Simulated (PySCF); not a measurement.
# disilanol (Si2H6O): a tour of settings

Which settings matter for disilanol (Si2H6O) (`O[SiH2][SiH3]`), and how do bad ones show?

Computed with PySCF 2.14.0, with density-fitted response routines of our own, on a single molecule, in the gas phase or a continuum. Atoms are numbered from 0 throughout.

## (1) The starting structure

9 atoms, charge 0, multiplicity 1; geometry from: GFN2-xTB.

Bonds of the start (Å): O0–Si1 1.63, Si1–Si2 2.30, O0–H3 0.95, Si1–H4 1.46, Si1–H5 1.47, Si2–H6 1.47, Si2–H7 1.47, Si2–H8 1.46.

## (2) NMR shieldings: PBE0/pcSseg-1

Job settings and geometry (Å):

```
{"job": {"kind": "nmr", "xc": "PBE0", "basis": "pcSseg-1"}, "charge": 0, "multiplicity": 1}
O     -1.812944     0.632719    -0.551503
Si    -0.876576    -0.471275     0.202550
Si     1.363196     0.037842     0.020917
H     -1.796799     1.559387    -0.333935
H     -1.311470    -1.675565    -0.499062
H     -1.308934    -0.564392     1.606472
H      1.708917     1.358160     0.571675
H      1.859874     0.061367    -1.359303
H      2.188298    -0.932248     0.744247
```

With the program's defaults for keys left out, this is: GIAO PBE0/pcSseg-1 NMR shielding, non-relativistic, gas phase.

On the command line:

```console
$ OMP_NUM_THREADS=1 python probes_run.py task.json out
```

The driver reads the jobs from task.json and runs them one after another.

The program printed:

```text
coarse grid: 8056 points
cycle   1  E = -657.3607539423  dE =  4.814e-02  |g| = 7.038e-01  |ddm| = 2.554e+00
cycle   2  E = -657.2050697849  dE =  1.557e-01  |g| = 1.140e+00  |ddm| = 1.575e+00
cycle   3  E = -657.4480172520  dE = -2.429e-01  |g| = 5.534e-02  |ddm| = 1.173e+00
cycle   4  E = -657.4487112302  dE = -6.940e-04  |g| = 1.059e-02  |ddm| = 7.053e-02
cycle   5  E = -657.4487381617  dE = -2.693e-05  |g| = 1.798e-03  |ddm| = 1.493e-02
cycle   6  E = -657.4487390728  dE = -9.112e-07  |g| = 4.482e-04  |ddm| = 2.870e-03
final grid: 67296 points
cycle   7  E = -657.4743339622  dE = -8.416e-06  |g| = 4.772e-03  |ddm| = 1.007e-02
cycle   8  E = -657.4743290482  dE =  4.914e-06  |g| = 7.102e-03  |ddm| = 8.195e-03
cycle   9  E = -657.4743375933  dE = -8.545e-06  |g| = 2.336e-04  |ddm| = 5.140e-03
cycle  10  E = -657.4743376015  dE = -8.208e-09  |g| = 3.341e-05  |ddm| = 2.106e-04
cycle  11  E = -657.4743376018  dE = -2.276e-10  |g| = 8.397e-06  |ddm| = 5.587e-05
converged SCF energy = -657.4743376018

GIAO shielding tensors (ppm)
atom      isotropic    diamagn.    paramagn.     s11        s22        s33       span
  0 O      337.306     387.313     -50.006    282.473    344.530    384.917    102.444
  1 Si     372.165     878.109    -505.944    304.343    348.320    463.832    159.490
  2 Si     472.278     880.816    -408.538    461.600    470.490    484.743     23.143
  3 H       31.672      31.725      -0.053     23.434     26.884     44.699     21.265
  4 H       26.285      28.683      -2.398     22.897     25.366     30.592      7.695
  5 H       26.049      28.755      -2.706     22.484     25.152     30.510      8.027
  6 H       28.324      29.667      -1.343     25.485     26.080     33.406      7.921
  7 H       28.280      29.450      -1.170     25.276     25.890     33.673      8.397
  8 H       28.600      29.256      -0.656     25.699     26.003     34.098      8.398
```

Run time: 9.1 s. Hardware: 1 thread of Arm Neoverse N1, shared host.

The references, computed at this level on geometries of the same kind, shield at (ppm): 1H TMS 31.72, 29Si TMS 349.2, 17O H2O 336.1. Their shielding less the atom's gives the shift. The references are single molecules in the gas phase, so shifts against H2O, NH3, PH3, H3PO4 or CFCl3 are not on the usual liquid scales and can be off by tens of ppm. Atoms listed in one row are averaged.

| atoms | environment | σ (ppm) | δ (ppm) |
| --- | --- | --- | --- |
| H4, H5 | hydrogen on a silicon bonded to O, Si | 26.17 | 5.55 |
| H6, H7, H8 | hydrogen on a silicon bonded to Si | 28.40 | 3.32 |
| H3 | hydrogen on an oxygen bonded to Si | 31.67 | 0.04 |
| O0 | oxygen bonded to Si, H | 337.3 | -1.2 |
| Si1 | silicon bonded to O, Si, 2 H | 372.2 | -23.0 |
| Si2 | silicon bonded to Si, 3 H | 472.3 | -123.1 |

Charges from the same density, by scheme (e):

| atoms | Mulliken | IAO | Hirshfeld | ESP fit |
| --- | --- | --- | --- | --- |
| O0 | -0.56 | -0.79 | -0.31 | -0.67 |
| Si1 | 0.60 | 0.75 | 0.32 | 0.55 |
| Si2 | 0.10 | 0.23 | 0.20 | 0.06 |

Mayer bond orders: O0–Si1 0.99, Si1–Si2 0.90.

## (3) Excited states and response: PBE0/def2-SVPD

The job, as its differences from that of step 2:

```diff
@@ -1,2 +1,2 @@
-{"job": {"kind": "nmr", "xc": "PBE0", "basis": "pcSseg-1"}, "charge": 0, "multiplicity": 1}
+{"job": {"kind": "uv", "xc": "PBE0", "basis": "def2-SVPD", "nstates": 6, "ntriplets": 2}, "charge": 0, "multiplicity": 1}
 O     -1.812944     0.632719    -0.551503
```

With the program's defaults for keys left out, this is: TDDFT PBE0/def2-SVPD, vertical, gas phase, core orbitals frozen in the response.

The program printed:

```text
coarse grid: 8056 points
cycle   1  E = -657.1027407521  dE =  3.196e-02  |g| = 6.582e-01  |ddm| = 3.097e+00
cycle   2  E = -656.9307825498  dE =  1.720e-01  |g| = 1.134e+00  |ddm| = 1.556e+00
cycle   3  E = -657.1856974558  dE = -2.549e-01  |g| = 4.753e-02  |ddm| = 1.024e+00
cycle   4  E = -657.1862536725  dE = -5.562e-04  |g| = 1.186e-02  |ddm| = 9.454e-02
cycle   5  E = -657.1862986900  dE = -4.502e-05  |g| = 2.172e-03  |ddm| = 2.266e-02
cycle   6  E = -657.1863004348  dE = -1.745e-06  |g| = 5.032e-04  |ddm| = 5.088e-03
final grid: 67296 points
cycle   7  E = -657.2724150788  dE = -7.735e-06  |g| = 4.323e-03  |ddm| = 2.469e-02
cycle   8  E = -657.2724096860  dE =  5.393e-06  |g| = 6.888e-03  |ddm| = 8.950e-03
cycle   9  E = -657.2724185678  dE = -8.882e-06  |g| = 9.703e-05  |ddm| = 5.608e-03
cycle  10  E = -657.2724185705  dE = -2.622e-09  |g| = 4.159e-05  |ddm| = 2.533e-04
cycle  11  E = -657.2724185711  dE = -6.694e-10  |g| = 4.571e-06  |ddm| = 9.333e-05
converged SCF energy = -657.2724185711

Static polarisability (au): isotropic 61.819, principal 55.724 57.130 72.604

Singlet excitations
state   eV       nm        f      main configurations
  1   6.1528    201.5   0.00875   H->L 0.97
  2   7.0959    174.7   0.01149   H-1->L 0.91
  3   7.1249    174.0   0.03029   H->L+1 0.90
  4   7.4549    166.3   0.01656   H->L+2 0.90
  5   7.7706    159.6   0.16718   H->L+3 0.77
  6   7.9879    155.2   0.00483   H-2->L 0.75, H-3->L 0.15

Triplet excitations (Tamm-Dancoff, eV): 5.4867 6.1638
```

Wall time 9.9 s (1 thread of Arm Neoverse N1, shared host).

The orbitals next to the gap, with their largest atomic shares:

| orbital | eV | atoms |
| --- | --- | --- |
| HOMO−3 | -9.86 | Si2 42 %, H8 28 %, H7 11 % |
| HOMO−2 | -9.85 | Si2 38 %, H7 23 %, H6 21 % |
| HOMO−1 | -9.07 | Si1 27 %, O0 27 %, H4 17 % |
| HOMO | -8.09 | Si2 26 %, O0 25 %, Si1 25 % |
| LUMO | -0.58 | Si1 31 %, Si2 22 %, O0 16 % |
| LUMO+1 | 0.23 | Si2 36 %, Si1 28 %, H7 11 % |
| LUMO+2 | 0.50 | Si2 42 %, Si1 19 %, H6 11 % |

With each of the 6 states as a Gaussian band of 0.4 eV half-width at 1/e, the curve within the window shown has maxima at 201 nm (ε 360), 160 nm (ε 7,400) L/(mol cm). Beyond the last state computed it falls off for lack of states. The curve at chosen wavelengths:

```tsv
nm	ε (L/mol/cm)
150	1392
153	3305
156	5644
159	7213
162	7224
165	6026
168	4552
170	3741
173	2856
176	2204
179	1627
182	1106
185	699
188	444
191	329
194	311
197	334
200	357
203	355
205	337
208	290
211	228
214	166
217	112
220	71
223	42
```

Ground-state properties from the same run:

| property | computed |
| --- | --- |
| dipole moment (D) | 1.17 |
| polarisability (Å³) | 9.16 |
| HOMO–LUMO gap (eV) | 7.51 |
| −ε(HOMO) (eV) | 8.09 |

## (4) Ultraviolet spectrum: B3LYP/def2-TZVP

The job, as its differences from that of step 3:

```diff
@@ -1,2 +1,2 @@
-{"job": {"kind": "uv", "xc": "PBE0", "basis": "def2-SVPD", "nstates": 6, "ntriplets": 2}, "charge": 0, "multiplicity": 1}
+{"job": {"kind": "uv", "xc": "B3LYP", "basis": "def2-TZVP", "nstates": 1, "ntriplets": 0, "tda": true, "scf": {"max_cycle": 95}}, "charge": -1, "multiplicity": 1}
 O     -1.812944     0.632719    -0.551503
```

Level: B3LYP/def2-TZVP.

The program printed:

```text
RuntimeError: Electron number 43 and spin 0 are not consistent
Note mol.spin = 2S = Nalpha - Nbeta, not 2S+1
```

Wall time 0.07 s (1 thread of Arm Neoverse N1, shared host).

Why it failed: Charge and multiplicity don't fit the number of electrons: an even count needs an odd multiplicity, and the reverse. The remedy is to mend the charge or the multiplicity.

## (5) Shielding tensors: PBE0/pcSseg-1

The job, as its differences from that of step 4:

```diff
@@ -1,2 +1,2 @@
-{"job": {"kind": "uv", "xc": "B3LYP", "basis": "def2-TZVP", "nstates": 1, "ntriplets": 0, "tda": true, "scf": {"max_cycle": 95}}, "charge": -1, "multiplicity": 1}
+{"job": {"kind": "nmr", "xc": "PBE0", "basis": "pcSseg-1", "pop": true, "scf": {"max_cycle": 84}}, "charge": 0, "multiplicity": 2}
 O     -1.812944     0.632719    -0.551503
```

Method: PBE0/pcSseg-1.

The program printed:

```text
RuntimeError: Electron number 42 and spin 1 are not consistent
Note mol.spin = 2S = Nalpha - Nbeta, not 2S+1
```

Hardware: 1 thread of Arm Neoverse N1, shared host.

Why it failed: Charge and multiplicity don't fit the number of electrons: an even count needs an odd multiplicity, and the reverse. The remedy is to mend the charge or the multiplicity.

## (6) NMR shieldings: HF/pcSseg-1 in dichloromethane

The job, as its differences from that of step 5:

```diff
@@ -1,2 +1,2 @@
-{"job": {"kind": "nmr", "xc": "PBE0", "basis": "pcSseg-1", "pop": true, "scf": {"max_cycle": 84}}, "charge": 0, "multiplicity": 2}
+{"job": {"kind": "nmr", "xc": "HF", "basis": "pcSseg-1", "solvent": "dichloromethane", "pop": true, "scf": {"guess": "atom", "aux": "def2-qzvpp-jkfit"}}, "charge": 0, "multiplicity": 1}
 O     -1.812944     0.632719    -0.551503
```

Level: GIAO HF/pcSseg-1 NMR shielding, non-relativistic, IEF-PCM dichloromethane.

The program printed:

```text
final grid: 67296 points
cycle   1  E = -656.1179096376  dE =  3.942e-01  |g| = 6.059e-01  |ddm| = 2.481e+00
cycle   2  E = -656.1808009060  dE = -6.289e-02  |g| = 3.709e-01  |ddm| = 6.686e-01
cycle   3  E = -656.2049327841  dE = -2.413e-02  |g| = 4.838e-02  |ddm| = 2.434e-01
cycle   4  E = -656.2061929857  dE = -1.260e-03  |g| = 7.048e-03  |ddm| = 1.128e-01
cycle   5  E = -656.2062344973  dE = -4.151e-05  |g| = 1.685e-03  |ddm| = 2.630e-02
cycle   6  E = -656.2062373563  dE = -2.859e-06  |g| = 2.961e-04  |ddm| = 8.655e-03
cycle   7  E = -656.2062374350  dE = -7.871e-08  |g| = 5.835e-05  |ddm| = 1.466e-03
cycle   8  E = -656.2062374376  dE = -2.537e-09  |g| = 1.820e-05  |ddm| = 1.939e-04
cycle   9  E = -656.2062374378  dE = -2.931e-10  |g| = 4.765e-06  |ddm| = 6.536e-05
converged SCF energy = -656.2062374378

GIAO shielding tensors (ppm)
atom      isotropic    diamagn.    paramagn.     s11        s22        s33       span
  0 O      348.617     390.562     -41.945    312.165    345.690    387.998     75.833
  1 Si     415.036     874.616    -459.580    356.893    404.796    483.418    126.525
  2 Si     493.284     877.161    -383.877    482.534    491.021    506.297     23.762
  3 H       30.379      31.251      -0.872     21.405     24.437     45.295     23.890
  4 H       27.468      29.292      -1.824     24.054     26.372     31.978      7.924
  5 H       27.312      29.240      -1.928     23.868     26.194     31.875      8.007
  6 H       28.892      29.936      -1.044     26.003     26.617     34.055      8.052
  7 H       28.929      29.778      -0.849     25.924     26.545     34.316      8.392
  8 H       29.253      29.604      -0.352     26.359     26.671     34.727      8.368
```

It took 3.4 s on 1 thread of Arm Neoverse N1, shared host.

This run: σ O0 348.6, Si1 415.0, Si2 493.3, H4 27.39, H6 29.02 ppm (means over like atoms).

## (7) Run by run: NMR shifts

Shifts (ppm), means over like atoms, with basis size and wall time:

| run | H4 | H6 | H3 | Si1 | Si2 | functions | time |
| --- | --- | --- | --- | --- | --- | --- | --- |
| PBE0/pcSseg-1 | 5.55 | 3.32 | 0.04 | -23.0 | -123.1 | 95 | 9.1 s |
| HF/pcSseg-1 in dichloromethane | 4.74 | 3.11 | 1.76 | -21.9 | -100.1 | 95 | 3.4 s |

## (8) Outcome

| quantity | value |
| --- | --- |
| 1H shifts against TMS (PBE0/pcSseg-1, means over atoms taken as alike) | 5.55, 3.32, 0.04 ppm |
| 17O shifts against H2O (PBE0/pcSseg-1) | -1.2 ppm |
| 29Si shifts against TMS (PBE0/pcSseg-1) | -23.0, -123.1 ppm |
| lowest singlet (PBE0/def2-SVPD) | 6.15 eV (202 nm), f = 0.009 |
| brightest single state of those computed | state 5, 7.77 eV, f = 0.167 |
| lowest triplet | 5.49 eV |
| range of the shift of Si2 | -123.1 to -100.1 ppm |
| property runs in this session | 5, of which 2 failed and 0 gave unsound results |

In words: Single values in the summary come from the first run of each kind that ended normally (PBE0/pcSseg-1; PBE0/def2-SVPD), which need not be the best level. At PBE0/pcSseg-1: Shielding is most anisotropic at Si1 (span 159 ppm, paramagnetic term -506 ppm). The first singlet state (HOMO→LUMO 0.97) lies at 6.15 eV and is weak; of the 6 states computed, the strongest absorption comes from state 5 at 7.77 eV. The lowest triplet lies 0.67 eV below the lowest singlet (triplets in Tamm-Dancoff, singlets in full TDDFT). Among the atoms with a shift in every run: Across the 2 runs the shift of Si2 moves most, between -123.1 (PBE0/pcSseg-1) and -100.1 ppm (HF/pcSseg-1 in dichloromethane).
